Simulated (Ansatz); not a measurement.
# BHO (singlet): the correlation ladder at distance B1–O2 = 4.314 Å, 6-31G

Aim: climb from Hartree-Fock through coupled cluster and multireference methods for BHO (singlet) at one geometry and basis, and see what each rung misses.

Program: Ansatz 0.2.0, Gaussian basis. Level of theory: 6-31G, core rule «outside noble gas», up to 2 orbitals frozen. These are calculated values, not measurements.

To be run: UHF; CCSD(T) on RHF; CCSD(T) on UHF; BCCD(T) on RHF; CISD; CCSDT(Q) on RHF; CCSDT(Q) on UHF; CISDTQ; CCSDTQ on RHF; CASSCF and MRCISD+Q, 2 electrons in 2 orbitals; CASSCF and NEVPT2, 2 electrons in 2 orbitals; CASSCF and MRCISD+Q, 10 electrons in 9 orbitals; CASSCF and NEVPT2, 10 electrons in 9 orbitals; Full CI.

24 further runs of the same task are left out: 8 for a known fault of the program, 12 that didn't finish, 4 set aside as unsound or not needed.

## (1) What is computed

The geometry derives from a PBE0/def2-TZVP stationary point (not a proven minimum). One bond is set to the value named and the two fragments are kept rigid.

3 atoms, charge 0, spin multiplicity 1.

Atoms are counted from 1 here; the program's logs count them from 0.

Bond lengths: O2–H3 0.952 Å.

## (2) UHF

in.yaml reads:

```yaml
crystal:
  periodic: [false, false, false]
  atoms:
    - {symbol: B, position_ang: [0.000000, 0.000000, 3.193412]}
    - {symbol: O, position_ang: [0.000000, 0.000000, -1.120588]}
    - {symbol: H, position_ang: [0.000000, 0.000000, -2.072823]}
basis:
  gaussian: {orbitals: 6-31G}
magnetization: {spin_polarized: true, initial_magnetization: 0}
hamiltonian: {xc: hf}
output: {orbitals: {seedname: orbitals}}
```

Launch:

```
ansatz run in.yaml --threads 1 --pin off --events-out ev --progress --plain --max-ram 2393MiB
```

Further steps of the session: CCSD(T) on RHF; CCSD(T) on UHF; BCCD(T) on RHF; CISD; CCSDT(Q) on RHF; CCSDT(Q) on UHF; CISDTQ; CCSDTQ on RHF; CASSCF and MRCISD+Q, 2 electrons in 2 orbitals; CASSCF and NEVPT2, 2 electrons in 2 orbitals; CASSCF and MRCISD+Q, 10 electrons in 9 orbitals; CASSCF and NEVPT2, 10 electrons in 9 orbitals; Full CI.

Q: Predict the results of all the runs planned. Wanted: FCI below the RHF energy; RMP2 from FCI; UMP2 from FCI; RCCSD from FCI; RCCSD(T) from FCI; UCCSD(T) from FCI; RCCSDT(Q) from FCI; UCCSDT(Q) from FCI; T1 diagnostic.

As calculated:

| quantity | value |
| --- | --- |
| FCI below the RHF energy | -8.8901 eV |
| RMP2 from FCI | +174.2 kJ/mol |
| UMP2 from FCI | +78.6 kJ/mol |
| RCCSD from FCI | +45.1 kJ/mol |
| RCCSD(T) from FCI | -595.4 kJ/mol |
| UCCSD(T) from FCI | +1.4 kJ/mol |
| RCCSDT(Q) from FCI | +4.4 kJ/mol |
| UCCSDT(Q) from FCI | +0.2 kJ/mol |
| levels within 1 kcal/mol (43 meV) | UCCSD, UCCSD(T), RCCSDT, UCCSDT, UCCSDT(Q), RCCSDTQ |
| T1 diagnostic | 0.234 |
| effectively unpaired electrons | 2.42 |

**Reading.** RCCSD(T) lands -595.4 kJ/mol from the yardstick (69.4 % of the correlation energy). CCSD(T) misses by -595.4 kJ/mol on the restricted determinant and by +1.4 kJ/mol on the unrestricted one; the two need not hold the same state or core. RCCSD(T), BCCD(T) fall below full CI, which methods that aren't variational can do. The occupations show strong static correlation (2.4 unpaired electrons where one determinant has 0). These misses are within one basis, not against nature.
